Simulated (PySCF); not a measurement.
Homolysis of single bonds, series Al Br-NH2. All species are isolated molecules in the gas phase. Strings in code marks are SMILES.

All values below come from PBE-D3(BJ)/def2-TZVP // PBE0-D3(BJ)/def2-TZVP run with PySCF 2.14.0. 

| species | dipole moment (D) |
|---|---|
| whole molecule (`[Br][Al]([Br])[Br]`) | 0.00 |
| radical fragment (`[Br][Al][Br]`) | 1.18 |
| whole molecule (`[Br][Al]([NH2])[Br]`) | 2.24 |
| radical fragment (`[NH2]`) | ? |
| radical fragment (`[NH2][Al][Br]`) | 2.31 |
| whole molecule (`[NH2][Al]([NH2])[Br]`) | 2.54 |
| whole molecule (`[NH2][Al]([NH2])[NH2]`) | 0.00 |

Question: Complete the blanks.

Answer: 
- radical fragment (`[NH2]`), dipole moment (D): 1.91
